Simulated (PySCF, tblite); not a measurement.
# C3H4F2O: geometry, infrared bands, NMR shifts and spin-spin couplings

Wanted: the infrared bands, NMR shifts and spin-spin couplings of C3H4F2O (`CC(=O)C(F)F`), by calculation.

Computed with tblite 0.8.0 and PySCF 2.14.0, with density-fitted response routines of our own, on a single molecule in the gas phase. Atoms are numbered from 0 throughout.

### 1 The molecule as given

10 atoms, charge 0, multiplicity 1; geometry from: force field or distance geometry start.

Bonds of the start (Å): C0–C1 1.51, C1–O2 1.24, C1–C3 1.51, C3–F4 1.34, C3–F5 1.37, C0–H6 1.09, C0–H7 1.08, C0–H8 1.09, C3–H9 1.10.

### 2 Optimising the geometry with GFN2-xTB

Job settings and geometry (Å):

```
{"job": {"kind": "relax", "xc": "GFN2-xTB", "basis": "xTB"}, "charge": 0, "multiplicity": 1}
C      1.287900     0.130800    -0.127700
C     -0.014900     0.158500     0.639000
O     -0.021500     0.434500     1.852000
C     -1.260800    -0.184300    -0.137500
F     -1.454200     0.659200    -1.166500
F     -1.189400    -1.439600    -0.674900
H      2.111400     0.400800     0.529000
H      1.457300    -0.863800    -0.522600
H      1.234700     0.858300    -0.939200
H     -2.141600    -0.149800     0.525900
```

Launch:

```
> OMP_NUM_THREADS=1 python probes_run.py task.json out
```

One launch serves the whole session: the jobs run in the order shown.

The log of the run:

```text
step      E/eV     max force
  0    -597.76148    3.569
  1    -597.80653    3.938
  2    -597.88532    0.522
  3    -597.89090    0.262
  4    -597.89605    0.231
  5    -597.89819    0.199
  6    -597.90006    0.105
  7    -597.90117    0.111
  8    -597.90232    0.134
  9    -597.90335    0.116
 10    -597.90439    0.092
 11    -597.90546    0.103
 12    -597.90674    0.110
 13    -597.90808    0.126
 14    -597.90897    0.091
 15    -597.90933    0.038
 16    -597.90946    0.030
 17    -597.90953    0.019
 18    -597.90956    0.013
 19    -597.90957    0.008
```

It took 0.06 s on 1 thread of Arm Neoverse V1, shared host.

Step by step:

```
step  energy from step 0 (eV)  largest force (eV/Å)
   0                   0.0000                3.5692
   1                  -0.0450                3.9379
   2                  -0.1238                0.5220
   3                  -0.1294                0.2620
   4                  -0.1346                0.2310
   5                  -0.1367                0.1990
   6                  -0.1386                0.1050
   7                  -0.1397                0.1112
   8                  -0.1408                0.1337
   9                  -0.1419                0.1160
  10                  -0.1429                0.0924
  11                  -0.1440                0.1026
  12                  -0.1453                0.1100
  13                  -0.1466                0.1256
  14                  -0.1475                0.0914
  15                  -0.1478                0.0381
  16                  -0.1480                0.0305
  17                  -0.1481                0.0188
  18                  -0.1481                0.0132
  19                  -0.1481                0.0082
```

Distances of close pairs at the start and the end, largest changes first:

```
 bond  before (Å)  after (Å)  change (Å)
C1–O2       1.244      1.198      -0.046
C1–C3       1.508      1.553      +0.045
C0–C1       1.512      1.490      -0.022
C3–F5       1.367      1.355      -0.013
C3–F4       1.345      1.355      +0.010
C0–H7       1.083      1.090      +0.006
C3–H9       1.103      1.099      -0.004
C0–H8       1.091      1.090      -0.001
```

The end geometry stands in the next job.

### 3 Vibrational analysis with GFN2-xTB

Job settings and geometry (Å):

```
{"job": {"kind": "ir", "xc": "GFN2-xTB", "basis": "xTB"}, "charge": 0, "multiplicity": 1}
C      1.271243     0.134714    -0.118988
C      0.023094     0.168872     0.694279
O     -0.064368     0.434234     1.859221
C     -1.249210    -0.187269    -0.121283
F     -1.388519     0.672735    -1.158826
F     -1.121067    -1.422750    -0.662263
H      2.132767     0.393211     0.489552
H      1.394521    -0.861965    -0.542135
H      1.173986     0.832269    -0.950453
H     -2.163565    -0.159396     0.488367
```

The log of the run:

```text
mode    cm-1     km/mol
  1      42.3     12.15
  2     131.4      0.55
  3     213.9      1.68
  4     235.6     17.32
  5     395.4      9.60
  6     496.7     34.15
  7     576.5     10.94
  8     582.0      1.00
  9     818.4     11.36
 10     984.8     90.88
 11    1007.3      8.59
 12    1032.7    114.42
 13    1074.8     66.55
 14    1171.1     92.51
 15    1233.8     19.06
 16    1247.8      7.81
 17    1358.0     66.00
 18    1429.8     15.85
 19    1430.8     26.73
 20    1808.8    309.85
 21    2920.4     18.16
 22    3010.9      0.00
 23    3023.1      0.68
 24    3066.9      5.84
```

It took 0.15 s on 1 thread of Arm Neoverse V1, shared host.

Which atoms move in the most intense modes:

```
cm⁻¹  km/mol                               atoms
 497    34.1  O2 30 %, C3 15 %, C1 12 %, H6 11 %
 985    90.9  H7 23 %, H8 22 %, C1 21 %, C0 15 %
1033   114.4           C3 53 %, F4 14 %, F5 14 %
1075    66.5  C3 45 %, F5 16 %, F4 16 %, H9 15 %
1171    92.5           C1 55 %, H6 17 %, C0 12 %
1358    66.0  H7 33 %, H8 33 %, C0 19 %, H6 14 %
1431    26.7           H8 36 %, H7 33 %, H6 22 %
1809   309.9                    C1 62 %, O2 37 %
```

### 4 Nuclear shieldings: PBE0/pcSseg-1

Settings changed since step 3:

```diff
@@ -1,2 +1,2 @@
-{"job": {"kind": "ir", "xc": "GFN2-xTB", "basis": "xTB"}, "charge": 0, "multiplicity": 1}
+{"job": {"kind": "nmr", "xc": "PBE0", "basis": "pcSseg-1"}, "charge": 0, "multiplicity": 1}
 C      1.271243     0.134714    -0.118988
```

With the program's defaults for keys left out, this is: GIAO PBE0/pcSseg-1 NMR shielding, non-relativistic, gas phase.

The log of the run:

```text
coarse grid: 9000 points
cycle   1  E = -390.9483568809  dE =  8.765e-01  |g| = 9.898e-01  |ddm| = 2.704e+00
cycle   2  E = -390.4555888607  dE =  4.928e-01  |g| = 1.921e+00  |ddm| = 2.078e+00
cycle   3  E = -391.1176813521  dE = -6.621e-01  |g| = 2.136e-01  |ddm| = 1.607e+00
cycle   4  E = -391.1249878063  dE = -7.306e-03  |g| = 9.337e-02  |ddm| = 1.925e-01
cycle   5  E = -391.1263802281  dE = -1.392e-03  |g| = 1.589e-02  |ddm| = 6.653e-02
cycle   6  E = -391.1264304462  dE = -5.022e-05  |g| = 4.980e-03  |ddm| = 1.297e-02
cycle   7  E = -391.1264351569  dE = -4.711e-06  |g| = 1.101e-03  |ddm| = 4.222e-03
final grid: 89528 points
cycle   8  E = -391.1851477740  dE = -1.572e-05  |g| = 1.217e-02  |ddm| = 1.832e-02
cycle   9  E = -391.1850711858  dE =  7.659e-05  |g| = 2.379e-02  |ddm| = 2.250e-02
cycle  10  E = -391.1851749467  dE = -1.038e-04  |g| = 1.761e-03  |ddm| = 1.605e-02
cycle  11  E = -391.1851755380  dE = -5.912e-07  |g| = 2.535e-04  |ddm| = 1.201e-03
cycle  12  E = -391.1851755446  dE = -6.574e-09  |g| = 1.227e-04  |ddm| = 2.019e-04
cycle  13  E = -391.1851755469  dE = -2.333e-09  |g| = 2.033e-05  |ddm| = 8.034e-05
cycle  14  E = -391.1851755470  dE = -8.845e-11  |g| = 4.852e-06  |ddm| = 2.179e-05
converged SCF energy = -391.1851755470

GIAO shielding tensors (ppm)
atom      isotropic    diamagn.    paramagn.     s11        s22        s33       span
  0 C      163.447     252.149     -88.702    144.212    154.647    191.483     47.271
  1 C      -18.215     250.757    -268.972   -113.831    -31.655     90.842    204.673
  2 O     -348.043     398.669    -746.712   -946.056   -437.148    339.075   1285.131
  3 C       68.502     240.946    -172.444     54.955     64.365     86.186     31.231
  4 F      310.863     473.678    -162.814    214.778    347.873    369.938    155.161
  5 F      310.866     473.685    -162.819    214.787    347.810    370.002    155.215
  6 H       29.761      28.974       0.787     26.415     27.783     35.085      8.670
  7 H       28.949      29.523      -0.573     24.878     29.320     32.651      7.773
  8 H       28.946      29.533      -0.587     24.873     29.344     32.623      7.750
  9 H       26.011      27.757      -1.745     23.234     25.001     29.799      6.566
```

Wall time 8.4 s (1 thread of Arm Neoverse V1, shared host); peak memory 0.53 GiB.

Shifts follow as δ = σ(reference) − σ, with reference shieldings (ppm) from runs at the same level and on the same kind of geometry: 1H TMS 31.72, 13C TMS 186.9, 19F CFCl3 170.9, 17O H2O 336.1. The references are single molecules in the gas phase, so shifts against H2O, NH3, PH3, H3PO4 or CFCl3 are not on the usual liquid scales and can be off by tens of ppm. Atoms listed in one row are averaged.

```
     atoms                                           environment  σ (ppm)  δ (ppm)  δ scaled to CDCl3
        C1                                ketone carbonyl carbon    -18.2    205.1              198.3
        C3                 sp3 CH bonded to 2 F, α to a carbonyl     68.5    118.4              113.7
        C0                         methyl carbon α to a carbonyl    163.4     23.5               21.0
        H9  hydrogen on an sp3 CH bonded to 2 F, α to a carbonyl    26.01     5.71               5.48
H6, H7, H8           hydrogen on a methyl carbon α to a carbonyl    29.22     2.50               2.46
        O2                                         ketone oxygen   -348.0    684.1                  –
    F4, F5                               fluorine of a CF2 group    310.9   -139.9                  –
```

The scaled column applies a straight-line fit of computed shieldings to shifts measured in CDCl3, and one for carbons that bear F (root-mean-square error 0.16 ppm for H, 1.9 ppm for C).

The run also stored atomic charges by several schemes (e):

```
 atoms  Mulliken    IAO  Hirshfeld  ESP fit
    C0     -0.28  -0.49      -0.13    -0.41
    C1      0.12   0.37       0.16     0.55
    O2     -0.33  -0.37      -0.21    -0.46
    C3      0.50   0.40       0.14     0.22
F4, F5     -0.30  -0.30      -0.10    -0.20
```

Mayer bond orders: C0–C1 0.99, C1–O2 2.04, C1–C3 0.91, C3–F4 0.94, C3–F5 0.94.

### 5 J couplings: B3LYP/pcJ-1

Settings changed since step 4:

```diff
@@ -1,2 +1,2 @@
-{"job": {"kind": "nmr", "xc": "PBE0", "basis": "pcSseg-1"}, "charge": 0, "multiplicity": 1}
+{"job": {"kind": "j", "xc": "B3LYP", "basis": "pcJ-1"}, "charge": 0, "multiplicity": 1}
 C      1.271243     0.134714    -0.118988
```

With the program's defaults for keys left out, this is: B3LYP/pcJ-1 indirect spin-spin coupling, non-relativistic, gas phase.

The log of the run:

```text
coarse grid: 9000 points
cycle   1  E = -391.3770362596  dE =  8.336e-01  |g| = 1.064e+00  |ddm| = 2.566e+00
cycle   2  E = -390.7214739353  dE =  6.556e-01  |g| = 2.182e+00  |ddm| = 2.363e+00
cycle   3  E = -391.5614045339  dE = -8.399e-01  |g| = 2.575e-01  |ddm| = 1.874e+00
cycle   4  E = -391.5715522403  dE = -1.015e-02  |g| = 1.238e-01  |ddm| = 2.354e-01
cycle   5  E = -391.5739221040  dE = -2.370e-03  |g| = 2.265e-02  |ddm| = 8.301e-02
cycle   6  E = -391.5740222732  dE = -1.002e-04  |g| = 6.447e-03  |ddm| = 1.753e-02
cycle   7  E = -391.5740298800  dE = -7.607e-06  |g| = 1.457e-03  |ddm| = 5.061e-03
final grid: 89528 points
cycle   8  E = -391.6355922303  dE = -1.564e-04  |g| = 8.469e-03  |ddm| = 1.433e-02
cycle   9  E = -391.6355646530  dE =  2.758e-05  |g| = 1.497e-02  |ddm| = 1.285e-02
cycle  10  E = -391.6356029941  dE = -3.834e-05  |g| = 2.374e-03  |ddm| = 9.798e-03
cycle  11  E = -391.6356039336  dE = -9.395e-07  |g| = 6.798e-04  |ddm| = 1.958e-03
cycle  12  E = -391.6356039970  dE = -6.333e-08  |g| = 1.841e-04  |ddm| = 4.285e-04
cycle  13  E = -391.6356040031  dE = -6.100e-09  |g| = 1.823e-05  |ddm| = 1.131e-04
cycle  14  E = -391.6356040031  dE = -6.628e-11  |g| = 4.031e-06  |ddm| = 1.855e-05
converged SCF energy = -391.6356040031

Indirect spin-spin couplings (Hz)
  i      j    bonds     total        FC       PSO       DSO        SD
  0 C    1 C    1     45.470    47.602    -2.410     0.278         -
  0 C    2 O    2     -0.127    -2.363     2.189     0.047         -
  0 C    3 C    2     14.344    14.193     0.105     0.046         -
  0 C    4 F    3     -2.752    -2.308    -0.219     0.028    -0.253
  0 C    5 F    3     -2.766    -2.327    -0.218     0.028    -0.249
  0 C    6 H    1    141.108   139.430     0.970     0.708         -
  0 C    7 H    1    132.763   130.832     1.163     0.767         -
  0 C    8 H    1    132.731   130.801     1.162     0.768         -
  0 C    9 H    3      1.727     1.690     0.516    -0.478         -
  1 C    2 O    1     33.708    12.794    20.995    -0.080         -
  1 C    3 C    1     54.565    54.859    -0.681     0.387         -
  1 C    4 F    2     26.380    26.684    -1.598     0.173     1.121
  1 C    5 F    2     26.293    26.594    -1.599     0.173     1.125
  1 C    6 H    2     -5.907    -5.466    -0.435    -0.006         -
  1 C    7 H    2     -6.246    -6.111    -0.257     0.122         -
  1 C    8 H    2     -6.262    -6.122    -0.262     0.123         -
  1 C    9 H    2      5.012     5.050    -0.105     0.067         -
  2 O    3 C    2     -7.409    -6.303    -1.104    -0.002         -
  2 O    4 F    3      1.574    -0.811    -1.613     0.183     3.815
  2 O    5 F    3      1.578    -0.805    -1.604     0.183     3.804
  2 O    6 H    3     -1.255    -2.016     0.713     0.048         -
  2 O    7 H    3     -2.553    -3.073     0.253     0.266         -
  2 O    8 H    3     -2.563    -3.088     0.258     0.267         -
  2 O    9 H    3     -0.644    -0.551    -0.074    -0.019         -
  3 C    4 F    1   -315.600  -317.347   -13.281     1.030    13.997
  3 C    5 F    1   -315.770  -317.493   -13.296     1.030    13.989
  3 C    6 H    3      4.210     4.170     0.393    -0.354         -
  3 C    7 H    3     -0.371    -0.378    -0.111     0.118         -
  3 C    8 H    3     -0.363    -0.370    -0.114     0.121         -
  3 C    9 H    1    195.748   195.534    -1.273     1.486         -
  4 F    5 F    2    340.818    65.125   170.864    -0.583   105.411
  4 F    6 H    4      2.347     2.243     1.408    -1.279    -0.026
  4 F    7 H    4     -1.628    -1.244     0.363    -0.442    -0.304
  4 F    8 H    4      5.245     5.942    -1.853     1.237    -0.080
  4 F    9 H    2     61.672    64.517     1.538    -0.973    -3.410
  5 F    6 H    4      2.365     2.260     1.414    -1.283    -0.026
  5 F    7 H    4      5.224     5.916    -1.839     1.227    -0.081
  5 F    8 H    4     -1.626    -1.241     0.348    -0.429    -0.304
  5 F    9 H    2     61.701    64.548     1.538    -0.974    -3.411
  6 H    7 H    2    -13.363   -13.499     2.725    -2.590         -
  6 H    8 H    2    -13.282   -13.417     2.727    -2.591         -
  6 H    9 H    4      1.332     1.428     1.791    -1.886         -
  7 H    8 H    2    -21.594   -21.800     2.355    -2.149         -
  7 H    9 H    4     -0.219    -0.101     1.687    -1.805         -
  8 H    9 H    4     -0.213    -0.095     1.689    -1.808         -
```

Wall time 21 s (1 thread of Arm Neoverse V1, shared host); peak memory 0.79 GiB.

A choice of the couplings up to four bonds, sorted by the number of bonds, with means over like pairs; isotopes 13C, 19F, 1H, 17O:

```
 pair  bonds  J (Hz)  Fermi contact (Hz)  dihedral (°)
C3–F4      1  -315.7              -317.4             –
C3–H9      1   195.7               195.5             –
C0–H6      1   135.5               133.7             –
C1–C3      1    54.6                54.9             –
C0–C1      1    45.5                47.6             –
C1–O2      1    33.7                12.8             –
F4–F5      2   340.8                65.1             –
F4–H9      2    61.7                64.5             –
C1–F4      2    26.3                26.6             –
H6–H7      2   -16.1               -16.2             –
C0–C3      2    14.3                14.2             –
O2–C3      2    -7.4                -6.3             –
C1–H6      2    -6.1                -5.9             –
C1–H9      2     5.0                 5.0             –
C0–F4      3    -2.8                -2.3           -58
O2–H6      3    -2.1                -2.7             –
C0–H9      3     1.7                 1.7           180
O2–F4      3     1.6                -0.8           122
C3–H6      3     1.2                 1.1             –
F4–H6      4     2.0                 2.3             –
```

The spin-dipole term was solved for some atoms only; pairs without it lack that part.

The response was solved for the nuclei of C, F, H alone, so couplings that need other nuclei can be missing.

Quadrupole couplings from the field gradients of the same density:

```
atom  isotope  eQq/h (MHz)     η
  O2      17O         12.4  0.59
```

Joined with the shifts from before (PBE0/pcSseg-1, scaled to CDCl3), the couplings predict the line list below for 400 MHz. H–H couplings in it are scaled by factors fitted to measured ones, so they differ from the table.

1H NMR δ 5.48 (t, J = 61.7 Hz, 1H), 2.46 (t, J = 2.0 Hz, 3H).

### 6 What came out

| quantity | value |
| --- | --- |
| strongest single infrared mode (GFN2-xTB) | 1809 cm⁻¹, 310 km/mol |
| zero-point energy (GFN2-xTB) | 41.9 kcal/mol |
| 13C shifts against TMS (PBE0/pcSseg-1) | 205.1, 118.4, 23.5 ppm |
| 1H shifts against TMS (PBE0/pcSseg-1, means over atoms taken as alike) | 5.71, 2.50 ppm |
| 17O shifts against H2O (PBE0/pcSseg-1) | 684.1 ppm |
| 19F shifts against CFCl3 (PBE0/pcSseg-1, means over atoms taken as alike) | -139.9 ppm |
| largest coupling of the table (B3LYP/pcJ-1) | 2J(F,F) F4–F5, 340.8 Hz |

In words: The optimisation took 19 steps and gained 0.148 eV; among the close pairs (by a distance rule), C1–O2 changed most, from 1.244 to 1.198 Å. No mode is imaginary among the 24: a minimum at this level. The strongest single mode, at 1809 cm⁻¹, moves mainly C1 and O2. Unscaled tight-binding wavenumbers are off by several per cent, some by more. Its intensities can rank the bands wrongly. The most deshielded carbon is C1 (ketone carbonyl carbon), at 205.1 ppm: low-lying n→π* states of the double bond to the heteroatom give a large paramagnetic term (-269 ppm). The most deshielded hydrogen is H9 (hydrogen on an sp3 CH bonded to 2 F, α to a carbonyl), at 5.71 ppm: its carbon carries F, which withdraws density. At PBE0/pcSseg-1: Shielding is most anisotropic at O2 (span 1285 ppm, paramagnetic term -747 ppm). In the run at B3LYP/pcJ-1, the largest coupling of the table is F4–F5, 340.8 Hz, of which the Fermi-contact term gives 65.1 Hz. Couplings across rotatable bonds belong to this one conformer; where others are populated, the observed values are averages. Density functionals describe couplings to fluorine poorly, F–F couplings above all, so those rows are rough.
